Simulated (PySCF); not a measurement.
Gas-phase reaction: 2 Si(OH)₄ + 2 SiH → 4 SiO₂ + 5 H₂

Computed with PySCF (xtb for GFN2) and rigid-rotor harmonic-oscillator thermochemistry at 1 bar. † marks an energy on the PBE0/def2-TZVP geometry and frequencies; other levels use their own. CCSD(T) freezes the core. Open shells (unrestricted): SiH (multiplicity 2, electronic degeneracy 4); the rest are closed-shell singlets. GFN2 has no spin-polarisation term. Spin-orbit splitting is ignored; it lowers the true energy and changes the entropy of SiH. B3LYP is the form with VWN-RPA correlation. CCSD(T) isn't extrapolated to the basis-set limit; its ΔH°(298 K) is 873.4 kJ in def2-SVP and 848.3 kJ in def2-TZVPP. The harmonic model lacks anharmonicity and excited electronic states, which grow with temperature; levels with a mode under 35 cm⁻¹ are left out. Internal rotation in Si(OH)₄ is treated as a harmonic vibration of one conformer, which makes the entropy rough. Warning, large T1 diagnostic: SiH, SiO₂ (CCSD(T)/def2-TZVPP†).

ΔH° and ΔS° at 298 K: B3LYP/def2-TZVP† 754 kJ, 522 J/K; CCSD(T)/def2-TZVPP† 848 kJ, 522 J/K; GFN2-xTB -374 kJ, 508 J/K.

### Question
With the heat capacities included, give log10 K (1 bar) at 500, 600, 800, 1600, 2000 K from B3LYP/def2-TZVP†, CCSD(T)/def2-TZVPP†, GFN2-xTB.

### Answer
```tsv
T (K)	B3LYP/def2-TZVP†	CCSD(T)/def2-TZVPP†	GFN2-xTB
500	-51.3	-61.2	65.7
600	-38.1	-46.3	59.2
800	-21.7	-27.8	51.0
1600	2.8	-0.3	38.4
2000	7.5	5.1	35.7
```
